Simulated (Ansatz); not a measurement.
Conformers of CH$_{3}$NS (`N=CS`), each relaxed with PBE0-D4/def2-TZVP in Ansatz. CBS adds the triple-zeta coupled-cluster correction to the MP2 limit.

Not all of them had a frequency check.

Conformer A:

```xyz
6

N     0.555    0.914   -0.148
C     0.066   -0.131    0.364
S    -1.019   -1.202   -0.489
H     1.160    1.392    0.517
H     0.255   -0.491    1.381
H    -1.017   -0.483   -1.625
```

Conformer B:

```xyz
6

N    -0.062    0.984    0.972
C    -0.079    0.042    0.136
S     1.030    0.061   -1.223
H    -0.756    0.838    1.701
H    -0.742   -0.829    0.166
H     0.608   -1.096   -1.754
```

Task: Which is lowest in electronic energy at CCSD(T)/CBS (frozen core, def2 sets), and by how much? (An estimate is asked.)

Result: The calculation gave: A; B lies 4.4 kJ/mol higher.

Task: Give the energies relative to A (kJ/mol) with PBE-D4/def2-TZVPP, PBE0-D4/def2-TZVPP, B2PLYP/def2-TZVPP, r2SCAN/def2-TZVPP, HF/def2-TZVPP, SCS-MP2/def2-TZVPP, HF/def2-QZVPP. (Estimate.)

Result: The calculation gave: 
```
             level    B
 PBE-D4/def2-TZVPP  5.5
PBE0-D4/def2-TZVPP  5.3
 B2PLYP/def2-TZVPP  5.3
 r2SCAN/def2-TZVPP  5.5
     HF/def2-TZVPP  4.1
SCS-MP2/def2-TZVPP  5.3
     HF/def2-QZVPP  3.6
```
